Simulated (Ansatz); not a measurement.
A run for Ansatz (a first-principles code): R-r2SCAN/def2-TZVPPD on NH3 (SMILES N). Files ending in .json are basis or fitting sets from the Basis Set Exchange.

Ansatz 0.2 input:
```yaml
crystal:
  periodic: [false, false, false]
  atoms:
    - {symbol: N, position_ang: [-0.04998129, -1.58709323, 0.00000000]}
    - {symbol: H, position_ang: [0.12296265, -2.16846018, 0.81105976]}
    - {symbol: H, position_ang: [0.12296265, -2.16846018, -0.81105976]}
    - {symbol: H, position_ang: [0.65988580, -0.86235298, 0.00000000]}
basis:
  gaussian:
    orbitals: def2-TZVPPD.json
hamiltonian:
  xc: {name: r2SCAN}
scf: {lower_state_search: off}
```

Output:

```
WARN ansatz: RAYON_NUM_THREADS=2 ignored (pool sized by the plan → 2); use --threads N
Functional definition: r2SCAN
these checks for a lower state are left out or cut short: stability, starts, cluster_reference, orbital_swaps, neighbouring_geometries, increment
integrals: 0.01 GiB planned
356 factors; their error is unknown
mean field: 0.16 GiB planned
mean field evaluation 1: about -1532.0095 eV, gradient 6.1e1 eV
mean field evaluation 2: about -1519.5521 eV, gradient 9.1e1 eV
mean field evaluation 4: about -1538.8046 eV, gradient 9.5e-1 eV
mean field evaluation 8: about -1538.8000 eV, gradient 3.0e-2 eV
mean field evaluation 16: about -1538.8000 eV, gradient 7.6e-7 eV
mean field -1538.79996951 eV, -56.5498558435 hartree, gradient 7.6e-7 eV, S^2 0.000000; 0 other end points of the search recorded, 0 dependent functions left out
reference -1538.79997749 eV, -56.5498561367 hartree; 5, 5 occupied and 83, 83 virtual orbitals, 356 factors
Total energy: -1538.79997749 eV, -56.5498561367 hartree
Checks for a lower state left out: stability, starts, cluster_reference, orbital_swaps, neighbouring_geometries, increment
```

Self-consistency was reached.

Cost: around 0.7 core-seconds (rough).
